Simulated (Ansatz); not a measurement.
# BNH (doublet): from Hartree-Fock to the top rungs at distance B1–H3 = 3.155 Å, 6-31G

How much of the correlation energy of BNH (doublet) does each wave-function method recover here?

Program: Ansatz 0.2.0, Gaussian basis. Level of theory: 6-31G, core rule «outside noble gas», up to 2 orbitals frozen. These are calculated values, not measurements.

To be run: UHF; CCSD(T) on ROHF; CCSD(T) on UHF; BCCD(T) on ROHF; CISD as a restricted active space (open shells left free, so some higher excitations enter); CCSDT(Q) on ROHF; CCSDT(Q) on UHF; CISDTQ; CCSDTQ on ROHF; CASSCF and MRCISD+Q, 3 electrons in 3 orbitals; CASSCF and NEVPT2, 3 electrons in 3 orbitals; CASSCF and MRCISD+Q, 9 electrons in 9 orbitals; CASSCF and NEVPT2, 9 electrons in 9 orbitals; Full CI.

18 further runs of the same task are left out: 11 that didn't finish, 7 set aside as unsound or not needed. Runs told in other sessions of the task aren't counted.

### Step 1. What is computed

The geometry derives from a PBE0/def2-TZVP stationary point (not a proven minimum). One bond is set to the value named and the two fragments are kept rigid.

3 atoms, charge 0, spin multiplicity 2.

Atoms are counted from 1 here; the program's logs count them from 0.

Bond lengths: B1–N2 1.306 Å.

Coordinates:

```xyz
3
charge 0, multiplicity 2
B     0.0000    0.0000   -0.6164
N     0.0000    0.0000   -1.9221
H     0.0000    0.0000    2.5386
```

### Step 2. UHF

in.yaml

```yaml
crystal:
  periodic: [false, false, false]
  atoms:
    - {symbol: B, position_ang: [0.000000, 0.000000, -0.616446]}
    - {symbol: N, position_ang: [0.000000, 0.000000, -1.922108]}
    - {symbol: H, position_ang: [0.000000, 0.000000, 2.538554]}
basis:
  gaussian: {orbitals: 6-31G}
magnetization: {spin_polarized: true, initial_magnetization: 1}
hamiltonian: {xc: hf}
output: {orbitals: {seedname: orbitals}}
```

On the command line:

```bash
> ansatz run in.yaml --threads 1 --pin off --events-out ev --progress --plain --max-ram 2393MiB
```

The runs that follow: CCSD(T) on ROHF; CCSD(T) on UHF; BCCD(T) on ROHF; CISD as a restricted active space (open shells left free, so some higher excitations enter); CCSDT(Q) on ROHF; CCSDT(Q) on UHF; CISDTQ; CCSDTQ on ROHF; CASSCF and MRCISD+Q, 3 electrons in 3 orbitals; CASSCF and NEVPT2, 3 electrons in 3 orbitals; CASSCF and MRCISD+Q, 9 electrons in 9 orbitals; CASSCF and NEVPT2, 9 electrons in 9 orbitals; Full CI.

Before running them: what should the planned runs give, taken together? Wanted: FCI from the RHF energy; RMP2 from FCI; UMP2 from FCI; RCCSD from FCI; RCCSD(T) from FCI; UCCSD(T) from FCI; RCCSDT(Q) from FCI; UCCSDT(Q) from FCI; NEVPT2 valence from FCI.

As calculated:

| quantity | value |
| --- | --- |
| FCI from the ROHF energy | -7.1045 eV |
| RMP2 from FCI | +383.0 meV |
| UMP2 from FCI | +914.1 meV |
| RCCSD from FCI | +634.2 meV |
| RCCSD(T) from FCI | -54.1 meV |
| UCCSD(T) from FCI | +284.0 meV |
| RCCSDT(Q) from FCI | +49.6 meV |
| UCCSDT(Q) from FCI | +200.4 meV |
| NEVPT2 valence from FCI | +318.0 meV |
| MRCISD+Q valence from FCI | +21.7 meV |
| levels within 1 kcal/mol (43 meV) | BCCD(T), RCCSDT, RCCSDTQ, MRCISD+Q valence |
| T1 diagnostic | 0.077 |
| effectively unpaired electrons | 1.71 |

RCCSD(T) lands -54.1 meV from the yardstick (0.8 % of the correlation energy). CCSD(T) misses by -54.1 meV on the restricted determinant and by +284.0 meV on the unrestricted one; the two need not hold the same state or core. RCCSD(T) falls below full CI, which methods that aren't variational can do. The occupations show static correlation (1.71 effectively unpaired electrons where one determinant has 1). Of the multireference levels listed MRCISD+Q valence comes nearest in total energy (+21.7 meV), which doesn't show that its space is the better one. These misses are within one basis, not against nature; the frozen cores of restricted and unrestricted runs differ, which can shift their rows.

Levels on UHF freeze UHF's core orbitals, full CI those of ROHF, so the U rows can settle a little off it for that reason alone.

With open shells the CI space here admits some higher excitations, so it is larger than plain CISD.
